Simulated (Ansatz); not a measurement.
fcc Pd: LDA at its full settings (plane-wave cutoff 520 eV, 24×24×24 k mesh, Fermi–Dirac smearing 0.05 eV, scalar-relativistic PAW data made under PBE) and at cheaper ones, in a cell of 1 atom with Γ-centred meshes.

```tsv
level and setting	lattice parameter a (Å)	bulk modulus B0 (GPa)
LDA (Ansatz)	3.840	227
LDA (Γ point alone) (Ansatz)	3.760	466
LDA (2×2×2 k mesh) (Ansatz)	4.457	59.4
LDA (4×4×4 k mesh) (Ansatz)	3.839	229
```

Largest shifts from the full settings: lattice constant a +16.1 % (LDA (2×2×2 k mesh)), against a difference of -0.93 % of the full result from the reference 3.876 Å (measured, static lattice: zero-point anharmonic expansion removed; as tabulated in Mejia-Rodriguez and Trickey (2018), arXiv:1807.09216); bulk modulus +105 % (LDA (Γ point alone)), against a difference of +16.4 % of the full result from the reference 195 GPa (measured, zero-point energy and finite temperature contributions removed, sources range from 187 to 198; as tabulated in doi:10.1021/acs.jctc.3c00612).

Ansatz's density-functional and Hartree–Fock values are scalar-relativistic unless marked +SOC, with PAW data made under PBE.

Run with cheap settings on purpose, which may leave them unconverged: LDA (2×2×2 k mesh), LDA (4×4×4 k mesh), LDA (Γ point alone).

Ansatz is a quantum-chemistry and plane-wave program.
